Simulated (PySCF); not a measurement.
All of these have the formula C6H6. The calculation used TDDFT CAM-B3LYP/def2-SVPD, vertical, gas phase, core orbitals frozen in the response (PySCF 2.14.0, density-fitted response routines). Geometries: PBE0-D3(BJ)/def2-SVP; one conformer of each isolated species. Triplets are in the Tamm–Dancoff approximation.

A. `C#CC#CCC`
B. `CC#CC#CC`
C. `C#C[C@H]1C=CC1`
D. `C12C3C1C1C2C31`

Lowest singlet levels (six at most, fewer where fewer were computed) with oscillator strengths:

1. 195 nm (f 0.000); 189 nm (f 0.016); 187 nm (f 0.003); 175 nm (f 0.085); 174 nm (f 0.006); 170 nm (f 0.019); T1 4.27 eV
2. 265 nm (f 0.000); 254 nm (f 0.000); 254 nm (f 0.000); 181 nm (f 0.000); 179 nm (f 0.034); 173 nm (f 0.000)
3. 185 nm (f 0.000 summed over 2 states); 183 nm (f 0.000 summed over 2 states); 176 nm (f 0.000); 174 nm (f 0.001 summed over 3 states) [of 10 roots; the last level is left out, as the window may have cut its degenerate partner]; T1 6.44 eV
4. 265 nm (f 0.000); 254 nm (f 0.002 summed over 2 states); 192 nm (f 0.000 summed over 2 states); 179 nm (f 0.004 summed over 2 states); 172 nm (f 0.000); 165 nm (f 0.000 summed over 2 states); T1 3.82 eV

Task: Match each spectrum to its molecule.

Result: 1 = C, 2 = A, 3 = D, 4 = B.
- A: S1 at 4.67 eV, HOMO→LUMO (61%), HOMO-1→LUMO+1 (32%); Löwdin shares by element: HOMO carbon 88% or more; LUMO carbon 74% or more (atoms not listed hold the other 26%); HOMO -8.37 and LUMO 0.51 eV; point group Cs, 5 of its 6 listed states under f = 0.0005.
- B: S1 at 4.68 eV, HOMO-1/HOMO→LUMO/LUMO+1 (≥96%); Löwdin shares by element: HOMO (one of a set within 0.03 eV) carbon 85% or more (atoms not listed hold the other 15%); LUMO (one of a set within 0.03 eV) carbon 76% or more (atoms not listed hold the other 24%); HOMO -7.94 and LUMO 0.95 eV; point group D3d, 6 of its 10 listed states under f = 0.0005.
- C: S1 at 6.36 eV, HOMO-1→LUMO+2 (27%), HOMO-1→LUMO+6 (18%), HOMO-1→LUMO+1 (10%); Löwdin shares by element: HOMO carbon 75% or more (atoms not listed hold the other 25%); LUMO carbon 60% or more, hydrogen 12% or more (atoms not listed hold the other 28%); HOMO -8.71 and LUMO 1.19 eV.
- D: S1 at 6.72 eV, HOMO-1/HOMO→LUMO+1 (86%), HOMO-1/HOMO→LUMO+7 (12%); Löwdin shares by element: HOMO (one of a set within 0.03 eV) carbon 69% or more (atoms not listed hold the other 31%); LUMO carbon 36% or more (atoms not listed hold the other 64%); HOMO -7.97 and LUMO 1.72 eV; point group D3h, 7 of its 8 listed states under f = 0.0005.
A and B have S1 within 0.02 eV of each other; their strongest listed levels stand at 6.91 eV (f 0.034) and 6.94 eV (f 0.004).

A slash joins orbitals within 0.01 eV of each other, whose weights are summed (≥ marks a lower bound).
